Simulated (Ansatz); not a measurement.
Hg (model structure, started from the beta-Sn type, I4₁/amd, No. 141, 2 atoms in the cell)

All values below come from PBEsol (PAW; Ansatz, a first-principles code).

Run with plane-wave cutoff 500 eV, 26×26×26 k mesh, Fermi–Dirac smearing 0.1 eV, scalar-relativistic PAW data made under PBE.

Cell (relaxed at this level):

Hg is modelled in the tetragonal space group I4₁/amd, origin choice 1 (No. 141), Pearson symbol tI4. Conventional cell: a = b = 5.747 Å, c = 3.010 Å, α = β = γ = 90.00°. Hg on 4a is surrounded by 6 Hg at 2.970–3.010 Å. (Neighbours: up to the widest gap in distance over summed covalent radii, below 1.35, at either atom.)
(The calculation used a cell of 2 atoms; values per cell refer to that cell.)

```json
{
  "band_gap": "zero (no gap)"
}
```

Note: the relaxation could raise the start's symmetry but not lower it, so the cell can be a saddle point.

Spin–orbit coupling is not included; it can shift volumes and moduli of such heavy elements.

Static lattice: no zero-point or thermal effects.

Computing time: very roughly 8 core-minutes.

A model structure was made by putting elements into a prototype or built by hand; it is no filed structure, need not be a known phase, and can be a saddle point held by its symmetry.
